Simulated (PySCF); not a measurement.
**From one method to the next for MgAl**

What do other methods print for MgAl?

Computed with PySCF 2.14.0. Level: each script names its method and basis.

3 further runs of the same task are left out: 3 that didn't finish.

## 1. The system as given

MgAl: 2 atoms, charge 0, spin multiplicity 2.

Bond lengths: Mg1–Al2 2.550 Å.

## 2. Base script

input.py

```python
from pyscf import gto, scf, mcscf, mrpt

mol = gto.M(
    atom='Mg 0 0 0; Al 0 0 2.55',
    basis='cc-pvdz',
    charge=0,
    spin=1,
    verbose=4,
)
mf = scf.ROHF(mol)
mf.kernel()
mc = mcscf.CASSCF(mf, 6, 5)
mc.kernel()
mc.analyze()
mrpt.NEVPT(mc).kernel()
mf.dip_moment()
print('orbital energies (hartree):', mf.mo_energy[..., max(0, mol.nelec[1]-3):mol.nelec[0]+3].round(4))
```

On the command line:

```
$ python input.py
```

## 3. CCSD

Edit 1 changes step after the SCF: nevpt2 → ccsd; frozen orbitals: none → 6.

Changes to input.py since step 2:

```diff
@@ -1,2 +1,2 @@
-from pyscf import gto, scf, mcscf, mrpt
+from pyscf import gto, scf, cc
 
@@ -11,6 +11,4 @@
 mf.kernel()
-mc = mcscf.CASSCF(mf, 6, 5)
-mc.kernel()
-mc.analyze()
-mrpt.NEVPT(mc).kernel()
+mycc = cc.CCSD(mf, frozen=6)
+mycc.kernel()
 mf.dip_moment()
```

## 4. CISD

Edit 2 changes step after the SCF: nevpt2 → cisd.

Changes to input.py since step 2:

```diff
@@ -1,2 +1,2 @@
-from pyscf import gto, scf, mcscf, mrpt
+from pyscf import gto, scf, ci
 
@@ -11,6 +11,3 @@
 mf.kernel()
-mc = mcscf.CASSCF(mf, 6, 5)
-mc.kernel()
-mc.analyze()
-mrpt.NEVPT(mc).kernel()
+ci.CISD(mf).kernel()
 mf.dip_moment()
```

## 5. 0.5*hf+0.5*b88,lyp (ROKS)

Edit 3 changes functional: none (Hartree–Fock) → 0.5*hf+0.5*b88,lyp; SCF type: ROHF → ROKS; step after the SCF: nevpt2 → analyze.

input.py

```python
from pyscf import gto, dft

mol = gto.M(
    atom='Mg 0 0 0; Al 0 0 2.55',
    basis='cc-pvdz',
    charge=0,
    spin=1,
    verbose=4,
)
mf = dft.ROKS(mol, xc='0.5*hf+0.5*b88,lyp')
mf.kernel()
mf.analyze()
print('orbital energies (hartree):', mf.mo_energy[..., max(0, mol.nelec[1]-3):mol.nelec[0]+3].round(4))
```

## 6. M06 (ROKS)

Edit 4 changes functional: none (Hartree–Fock) → m06; SCF type: ROHF → ROKS; step after the SCF: nevpt2 → analyze.

input.py

```python
from pyscf import gto, dft

mol = gto.M(
    atom='Mg 0 0 0; Al 0 0 2.55',
    basis='cc-pvdz',
    charge=0,
    spin=1,
    verbose=4,
)
mf = dft.ROKS(mol, xc='m06')
mf.kernel()
mf.analyze()
print('orbital energies (hartree):', mf.mo_energy[..., max(0, mol.nelec[1]-3):mol.nelec[0]+3].round(4))
```

What does the calculation give? Wanted: for each run, E(SCF); from base; SCF dipole; after the SCF.

**Answer**, as computed:

```csv
run,E(SCF) (hartree),from base (eV),cycles,SCF dipole (D),after the SCF
base,-441.461688,0,8,1.67,"NEVPT2 correlation -2.548 eV (from the SCF energy, the CASSCF gain included)"
CCSD,-441.461688,0.0000,8,1.67,"CCSD correlation -2.729 eV, core frozen"
CISD,-441.461688,0.0000,8,1.67,CISD correlation -2.702 eV
"0.5*hf+0.5*b88,lyp (ROKS)",-442.436252,not comparable,8,1.49,n/a
m06 (ROKS),-442.413419,not comparable,12,1.60,n/a
```

Total energies of different functionals can't be compared with each other; differences within one functional can.
